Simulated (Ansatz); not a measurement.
# C4H10N2: up Jacob's ladder to CCSD(T)

An exercise on one series of results from a longer session: the logs are not shown, and one member is left open.

The runs use Ansatz 0.2.0, Gaussian basis; functionals in def2-TZVPP, the program's frozen cores in correlated methods.

Levels to be run: LDA (SPW92), PBE-D4, revPBE-D4, BLYP-D4, r2SCAN-D4, B97M-V, PBE0-D4, B3LYP-D4, r2SCANh-D4, r2SCAN0-D4, HSE06-D4, BHLYP-D4, CAM-B3LYP-D4, LC-ωPBE, ωB97X-V, ωB97M-V, B2PLYP, PBE-QIDH; CCSD(T)/def2-SVP; CCSD(T)/def2-TZVPP; MP2/def2-QZVPP; extrapolation to the limit; RPA on PBE.

## The geometry

An earlier PBE0-D4 in a triple-zeta def2 set relaxation fixed the geometry.

SMILES `C/N=C(\C)NC`, 16 atoms, charge 0, spin multiplicity 1.

Atoms are counted from 1 here; the program's logs count them from 0.

Bond lengths: C1–N2 1.439 Å, C1–H7 1.091 Å, C1–H8 1.099 Å, C1–H9 1.099 Å, N2–C3 1.274 Å, C3–C4 1.503 Å, C3–N5 1.368 Å, C4–H10 1.091 Å, C4–H11 1.093 Å, C4–H12 1.093 Å, N5–C6 1.439 Å, N5–H13 1.004 Å, C6–H14 1.096 Å, C6–H15 1.090 Å, C6–H16 1.091 Å. Angles: N2–C1–H7 109.2°, N2–C1–H8 113.1°, N2–C1–H9 112.7°, H7–C1–H8 107.2°, H7–C1–H9 107.2°, H8–C1–H9 107.0°, C1–N2–C3 118.3°, N2–C3–C4 125.4°, N2–C3–N5 119.4°, C4–C3–N5 115.2°, C3–C4–H10 112.3°, C3–C4–H11 110.3°, C3–C4–H12 110.1°, H10–C4–H11 108.7°, H10–C4–H12 108.1°, H11–C4–H12 107.1°, C3–N5–C6 120.2°, C3–N5–H13 116.5° and more.

The first run:

Contents of in.yaml:

```yaml
crystal:
  periodic: [false, false, false]
  atoms:
    - {symbol: C, position_ang: [0.100812, -1.976749, 0.883345]}
    - {symbol: N, position_ang: [-0.471698, -0.687478, 0.599838]}
    - {symbol: C, position_ang: [0.193856, 0.124513, -0.122121]}
    - {symbol: C, position_ang: [1.530758, -0.159187, -0.746661]}
    - {symbol: N, position_ang: [-0.296080, 1.382192, -0.343352]}
    - {symbol: C, position_ang: [-1.627261, 1.726560, 0.080808]}
    - {symbol: H, position_ang: [-0.609462, -2.565034, 1.466524]}
    - {symbol: H, position_ang: [0.335900, -2.553853, -0.022461]}
    - {symbol: H, position_ang: [1.026948, -1.910073, 1.471994]}
    - {symbol: H, position_ang: [1.913168, 0.691291, -1.312142]}
    - {symbol: H, position_ang: [1.462882, -1.021225, -1.414499]}
    - {symbol: H, position_ang: [2.260950, -0.409450, 0.026587]}
    - {symbol: H, position_ang: [0.081577, 1.878515, -1.129779]}
    - {symbol: H, position_ang: [-2.391768, 1.105579, -0.400016]}
    - {symbol: H, position_ang: [-1.812616, 2.775972, -0.150599]}
    - {symbol: H, position_ang: [-1.720564, 1.575927, 1.156935]}
basis:
  gaussian: {orbitals: def2-TZVPP}
hamiltonian: {xc: lda}
output: {orbitals: {seedname: orbitals}}
```

Launch:

```bash
> ansatz run in.yaml --threads 4 --pin off --events-out ev --progress --plain --max-ram 11315MiB
```

Steps of the session up to this table: LDA; PBE-D4 (GGA); revPBE-D4 (GGA); BLYP-D4 (GGA); r2SCAN-D4 (meta-GGA); B97M-V (meta-GGA); PBE0-D4 (hybrid); B3LYP-D4 (hybrid); r2SCANh-D4 (hybrid); r2SCAN0-D4 (hybrid); HSE06-D4 (hybrid); BHLYP-D4 (hybrid); CAM-B3LYP-D4 (range-separated); LC-ωPBE (range-separated); ωB97X-V (range-separated); ωB97M-V (range-separated); B2PLYP (double hybrid); PBE-QIDH (double hybrid).

One of the session's tables, all rows but one given; the rest of the session is left out.

It belongs to the step «Frontier levels by functional». 

| functional | HOMO (eV) | LUMO (eV) | gap (eV) |
| --- | --- | --- | --- |
| LDA (SPW92) | -5.10 | -0.11 | 4.99 |
| PBE-D4 | -4.95 | 0.09 | 5.04 |
| revPBE-D4 | -4.89 | 0.16 | 5.06 |
| BLYP-D4 | ? | ? | ? |
| r2SCAN-D4 | -5.15 | 0.34 | 5.49 |
| B97M-V | -5.25 | 0.36 | 5.61 |
| PBE0-D4 | -6.15 | 1.03 | 7.18 |
| B3LYP-D4 | -5.96 | 0.68 | 6.64 |
| r2SCANh-D4 | -5.61 | 0.72 | 6.33 |
| r2SCAN0-D4 | -6.30 | 1.28 | 7.58 |
| HSE06-D4 | -5.75 | 0.66 | 6.41 |
| BHLYP-D4 | -7.28 | 1.62 | 8.89 |
| CAM-B3LYP-D4 | -7.49 | 1.78 | 9.27 |
| LC-ωPBE | -8.80 | 3.11 | 11.90 |
| ωB97X-V | -8.47 | 2.88 | 11.35 |
| ωB97M-V | -8.39 | 2.43 | 10.82 |

Estimate the missing values for BLYP-D4.

Worked estimate for «HOMO (eV)». Against the share of exact exchange, B3LYP-D4 (0.2, -5.96), BHLYP-D4 (0.5, -7.28) give a slope of -4.40 per unit share; at 0 the line stands at -5.08.

The run gave: HOMO (eV): -4.84; LUMO (eV): 0.17; gap (eV): 5.00. In «HOMO (eV)» the line misses by -0.24.
